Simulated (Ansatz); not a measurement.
# 1T (CdI2-type) TiTe2

All values below come from LDA (PAW; Ansatz, an electronic-structure program).

Settings: plane-wave cutoff 520 eV, 18×18×10 k mesh (along the axes of the cell as run), Fermi–Dirac smearing 0.05 eV, no spin polarisation, scalar-relativistic PAW data made under PBE.

Cell (relaxed at this level):

```cif
data_Te2Ti
_chemical_formula_sum 'Ti1 Te2'
_space_group_name_H-M_alt 'P-3m1'
_space_group_IT_number 164
_space_group_name_Hall '-P 3 2"'
_cell_length_a 3.66657
_cell_length_b 3.66657
_cell_length_c 6.33702
_cell_angle_alpha 90.000
_cell_angle_beta 90.000
_cell_angle_gamma 120.000
loop_
_atom_site_label
_atom_site_type_symbol
_atom_site_symmetry_multiplicity
_atom_site_Wyckoff_symbol
_atom_site_fract_x
_atom_site_fract_y
_atom_site_fract_z
_atom_site_occupancy
Ti1 Ti 1 a 0.00000 0.00000 0.00000 1
Te1 Te 2 d 0.66667 0.33333 0.26914 1
```

- band gap: none
- bulk modulus: 43.5 GPa

Note: the bulk modulus is −V dP/dV from two relaxed cells at ±2 % in volume; the volume lies 8 % below that of the published cell.

Spin–orbit coupling is not included; it can open a gap where bands touch, and shift volumes and moduli.

The result took very roughly 4 core-minutes.
